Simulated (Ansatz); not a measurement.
C4H4, SMILES `C=C1C=C1`, relaxed with RKS PBE0-D4/def2-TZVP in Ansatz from a PBE-D4/def2-SVP geometry. The force threshold is 0.005 eV/Å; the program also tests the step.

Charge 0, multiplicity 1.

Start:

```xyz
8

C    -0.272   -1.355   -0.552
C    -0.027   -0.135   -0.055
C    -0.446    1.152    0.470
C     0.865    0.927    0.376
H     0.554   -2.027   -0.826
H    -1.304   -1.707   -0.693
H    -1.252    1.840    0.752
H     1.884    1.303    0.528
```

(1) How much energy does the relaxation release, and in how many steps? (Estimate.)

(2) Which bonds change most? (Estimate.)

(3) Give the relaxed structure. (An estimate is asked.)

## Answers

(1) Computed: 0.05 eV, in 5 steps.

(2) Ansatz gave: C3–C4 from 1.333 to 1.313 Å; C2–C3 from 1.452 to 1.432 Å; C2–C4 from 1.452 to 1.432 Å; C4–H8 from 1.097 to 1.078 Å.

(3) Computed: 
```xyz
8

C    -0.269   -1.337   -0.544
C    -0.026   -0.131   -0.053
C    -0.439    1.138    0.464
C     0.852    0.917    0.372
H     0.543   -1.999   -0.815
H    -1.284   -1.686   -0.684
H    -1.232    1.814    0.741
H     1.855    1.284    0.520
```
